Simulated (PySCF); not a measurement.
C4H8ClO (doublet state).
Cartesian coordinates in Å at the PBE0-D3(BJ)/def2-SVP level; atoms count from 1:
```xyz
14
C4H8ClO angstrom
O     -1.815    1.260    0.465
C     -0.806    0.289    0.472
C      0.588    0.881    0.347
C      1.688   -0.186    0.303
C      3.064    0.361    0.245
Cl     3.695    1.143    1.635
H     -1.673    1.840    1.221
H     -0.854   -0.351    1.378
H     -1.007   -0.373   -0.386
H      0.629    1.510   -0.558
H      0.782    1.549    1.206
H      1.593   -0.834    1.194
H      1.540   -0.834   -0.578
H      3.577    0.605   -0.688
```

The hyperfine couplings belong to this conformer and change with its torsions.

The species is `OCCC[CH]Cl` [radical].

Method: PySCF, UKS B3LYP, IGLO-III on C Cl O, pcH-1 on H, non-relativistic, mean-field spin-orbit, GIAO. Isolated species at its PBE0-D3(BJ)/def2-SVP geometry (one conformer only). The SCF solution wasn't tested for stability.

The largest Mulliken spin populations are on C5 (+0.93), Cl6 (+0.10) and C4 (-0.06). C5 is the only atom above +0.15. The angles at C5 add up to 356.8°, so it is nearly planar; its axial dipolar tensor and the negative coupling of its proton fit spin in a p orbital normal to that plane.

Task: Find Q in a(H) = Q·ρ(C) for the protons on the planar carbons that carry spin.

Result: 
| H | C | ρ(C) | a(H) (G) | a/ρ (G) |
| --- | --- | --- | --- | --- |
| H14 | C5 | +0.927 | -19.87 | -21.4 |

One proton gives one ratio, Q = -21.4 G, and no test of linearity. In McConnell's picture π spin on carbon polarises the C–H bond and leaves opposite spin at the proton, which makes Q negative, as found here.

Task: List the C–H protons on four-coordinate carbons next to a three-coordinate spin centre, with their couplings and θ (C–H bond against the normal to the plane of the centre's neighbours, projected along the bond that joins the two).

Result: 
```tsv
β H	on	centre	θ (°)	cos²θ	a (G)
H12	C4	C5	47	0.47	+19.13
H13	C4	C5	69	0.13	+4.69
```

Couplings in gauss use g_iso = 2.0059.
